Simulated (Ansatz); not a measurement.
One change: `C=C=C` becomes `C=C=CN`.

Ansatz, PBE0-D4/def2-TZVP geometries, multiplicity 1. Each molecule was computed in one conformer, which needn't be the lowest.

| property | `C=C=C` |
| --- | --- |
| size of the dipole moment (ωB97M-V/def2-TZVPP) / D | 0.00 |
| HOMO–LUMO gap (PBE0/def2-TZVPP) / eV | 8.05 |
| zero-point energy (PBE0-D4/def2-TZVP) / kJ/mol | 144.9 |
| size of the dipole moment (B3LYP/def2-TZVPP) / D | 0.00 |
| HOMO energy (PBE/def2-TZVPP) / eV | -6.55 |
| HOMO energy (ωB97M-V/def2-TZVPP) / eV | -9.98 |

What does the change do to each property? (Estimate.)

Computed: 
```json
{"property": "size of the dipole moment (ωB97M-V/def2-TZVPP) / D", "`C=C=CN`": "1.35", "shift": "1.35"}
{"property": "HOMO–LUMO gap (PBE0/def2-TZVPP) / eV", "`C=C=CN`": "6.13", "shift": "-1.92"}
{"property": "zero-point energy (PBE0-D4/def2-TZVP) / kJ/mol", "`C=C=CN`": "193.4", "shift": "48.5"}
{"property": "size of the dipole moment (B3LYP/def2-TZVPP) / D", "`C=C=CN`": "1.37", "shift": "1.37"}
{"property": "HOMO energy (PBE/def2-TZVPP) / eV", "`C=C=CN`": "-4.84", "shift": "1.71"}
{"property": "HOMO energy (ωB97M-V/def2-TZVPP) / eV", "`C=C=CN`": "-8.22", "shift": "1.76"}
```

With PBE0 the HOMO rises by 1.71 eV and the LUMO falls by 0.20 eV, so the gap narrows by about 1.91 eV. PBE moves the HOMO by 1.71 eV and ωB97M-V by 1.76 eV. The zero-point energy changes by 48.5 kJ/mol with +6 modes.

B3LYP here is the variant with VWN-RPA as its local correlation; programs differ in this.
